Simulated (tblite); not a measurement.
A tight-binding relaxation on `C(=C)C([C]=C)=S` [radical].

Computed with GFN2-xTB geometry optimisation, gas phase (tblite 0.8.0). Start geometry: from a force field or distance geometry. The command runs a driver script over a list of jobs; the input below is this job's line of settings and its coordinates in Å.

Command:
```bash
OMP_NUM_THREADS=1 python probes_run.py task.json out
```

Input:
```
{"job": {"kind": "relax", "xc": "GFN2-xTB", "basis": "xTB"}, "charge": 0, "multiplicity": 2}
C      2.253500     0.160700    -0.063100
C      1.422300    -0.393700     0.804600
C      0.010300    -0.410200     0.631900
S     -0.913600    -1.126300     1.775200
C     -0.692700     0.183500    -0.506100
C     -2.023500     0.081800    -0.521500
H      3.314800     0.105700     0.191900
H      1.912300     0.654100    -0.963200
H     -0.195300     0.680600    -1.323500
H     -2.466600    -0.430900     0.327500
H     -2.616100     0.497400    -1.339700
```

Output:
```
step      E/eV     max force
  0    -443.63087    1.954
  1    -443.73067    1.063
  2    -443.80827    0.913
  3    -443.87394    0.622
  4    -443.90907    0.567
  5    -443.93705    0.510
  6    -443.96774    0.582
  7    -443.99333    0.527
  8    -444.00872    0.336
  9    -444.01834    0.284
... (71 lines left out)
 81    -445.27785    0.038
 82    -445.27804    0.034
 83    -445.27816    0.023
 84    -445.27822    0.016
 85    -445.27826    0.016
 86    -445.27829    0.016
 87    -445.27833    0.015
 88    -445.27836    0.016
 89    -445.27838    0.013
 90    -445.27840    0.009
```

«max force» is the largest atomic force in eV/Å.

**Question.** From which step on does the largest force stay under 0.1 eV/Å, and how much energy is left to gain from there?

**Answer.** From step 55 (0.078 eV/Å), 6.8 meV above the end.

In short: energy lowered by 38.0 kcal/mol over 90 steps; largest atomic force 0.009 eV/Å at the end.

**Question.** Give the final coordinates.

**Answer.** 0.721 Å rms from the input after alignment:
```
atom  x, y, z in Å
C1     2.5514    0.2156    0.1173
C2     1.2807    0.0380    0.2247
C3    -0.0197   -0.1646    0.3951
S4    -0.5324   -0.7390    1.9472
C5    -0.9816    0.0829   -0.6703
C6    -2.2900   -0.1004   -0.5472
H7     3.2137   -0.5671   -0.2225
H8     3.0199    1.1601    0.3520
H9    -0.5482    0.4359   -1.5975
H10   -2.7216   -0.4527    0.3755
H11   -2.9668    0.0938   -1.3604
```

Time: 0.45 s of wall time. Hardware: one thread, Arm Neoverse V1 (aarch64), no GPU, shared host with 32 logical CPUs at a one-minute load of 5.9.
Labels such as C1 count atoms from 1, the log's own numbers from 0.
